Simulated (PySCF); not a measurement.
Gas-phase reaction: 2 (CH3)2S = 2 SH + C4H10 (isobutane)

Energies from PySCF (xtb for GFN2), thermal terms from the rigid-rotor harmonic-oscillator model, ideal gas at 1 bar. † marks an energy on the PBE0/def2-TZVP geometry and frequencies; other levels use their own. CCSD(T) freezes the core. Open shells (unrestricted): SH (multiplicity 2, electronic degeneracy 4); the rest are closed-shell singlets. GFN2 has no spin-polarisation term. Spin-orbit splitting is ignored; it lowers the true energy and changes the entropy of SH. B3LYP is the form with VWN-RPA correlation. CCSD(T) isn't extrapolated to the basis-set limit. The harmonic model lacks anharmonicity and excited electronic states, which grow with temperature; levels with a mode under 35 cm⁻¹ are left out. Internal rotation in (CH3)2S, C4H10 (isobutane) is treated as a harmonic vibration of one conformer, which makes the entropy rough.

ΔH° and ΔS° at 298 K: B3LYP/def2-TZVP† 214 kJ, 123 J/K; CCSD(T)/def2-SVP† 152 kJ, 123 J/K; GFN2-xTB 171 kJ, 117 J/K.

Problem. With the heat capacities included, give log10 K (1 bar) at 600, 800, 1000, 1400, 1800 K from B3LYP/def2-TZVP†, CCSD(T)/def2-SVP†, GFN2-xTB.

Solution. 
```tsv
T (K)	B3LYP/def2-TZVP†	CCSD(T)/def2-SVP†	GFN2-xTB
600	-12.2	-6.8	-8.7
800	-7.5	-3.5	-5.0
1000	-4.7	-1.5	-2.8
1400	-1.6	0.8	-0.3
1800	0.2	2.0	1.0
```
